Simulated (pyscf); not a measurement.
**Four-centre exchange: `[O]=[Si]([Cl])[Cl]` + `[H][H]` → `[O]=[SiH][Cl]` + `[ClH]`**

Gas phase, singlet surface, charge 0. Bonds broken: Si2–Cl3, H5–H6. Bonds formed: Si2–H5, Cl3–H6. Structures and frequencies: ωB97X-D3(BJ)/def2-SVP in PySCF.

Transition state (Å):

```xyz
6

O     -0.5243     0.2638     1.8581
Si    -1.1382     0.1721     0.4689
Cl    -0.6974    -1.7279    -0.7124
Cl    -3.0473     0.5484    -0.1011
H     -0.3222     0.7626    -0.7823
H     -0.2867    -0.3012    -1.0822
```

One imaginary mode, 1211i cm⁻¹; descent along it reached the two sides named, in the forms told below.

```csv
bond,change,reactant side (Å),saddle,product side
Si2–Cl3,breaks,2.019,2.280,2.9
H5–H6,breaks,0.763,1.106,3.0
Si2–H5,forms,2.514,1.606,1.478
Cl3–H6,forms,3.2,1.530,1.287
```

Electronic energies relative to the separated reactants (eV):

| level | barrier | reaction energy | reverse barrier |
|---|---|---|---|
| ωB97X-D3(BJ)/def2-TZVP | 1.55 | +0.84 | 0.71 |
| PBE/def2-TZVP | 1.21 | +0.74 | 0.47 |
| r²SCAN/def2-TZVP | 1.30 | +0.82 | 0.48 |
| B3LYP-D3(BJ)/def2-TZVP | 1.47 | +0.75 | 0.73 |
| PBE0-D3(BJ)/def2-TZVP | 1.29 | +0.75 | 0.53 |
| M06-2X/def2-TZVP | 1.55 | +0.80 | 0.75 |
| ωB97M-D3(BJ)/def2-TZVP | 1.50 | +0.73 | 0.77 |
| HF/def2-TZVP | 2.10 | +0.56 | 1.54 |

With ωB97M-D3(BJ)/def2-TZVP energies and thermal terms (ideal gas, 1 atm, RRHO with modes under 100 cm⁻¹ raised to 100, one conformer, R ln 2 for chiral ones without a mode under 150 cm⁻¹), in eV:

```json
[
 {"T (K)": "298", "ΔH‡": "1.52", "ΔG‡": "1.87", "ΔH": "+0.78", "ΔG": "+0.69"},
 {"T (K)": "600", "ΔH‡": "1.48", "ΔG‡": "2.24", "ΔH": "+0.75", "ΔG": "+0.61"},
 {"T (K)": "900", "ΔH‡": "1.47", "ΔG‡": "2.62", "ΔH": "+0.73", "ΔG": "+0.55"},
 {"T (K)": "1200", "ΔH‡": "1.48", "ΔG‡": "3.00", "ΔH": "+0.72", "ΔG": "+0.49"}
]
```

On the product side the descent ends in a complex, 0.23 eV under the separated species and 0.94 eV under the saddle at ωB97X-D3(BJ)/def2-TZVP. The same reactants have a lower exit, to HO–SiH(Cl)–Cl (barrier +0.64 eV at ωB97M-D3(BJ)/def2-TZVP, against +1.50 eV here). O=SiH–Cl lies 0.67 eV over its isomer HO–Si:–Cl [singlet] (electronic energy, ωB97M-D3(BJ)/def2-TZVP). One saddle was located; it need not be the lowest between these sides.
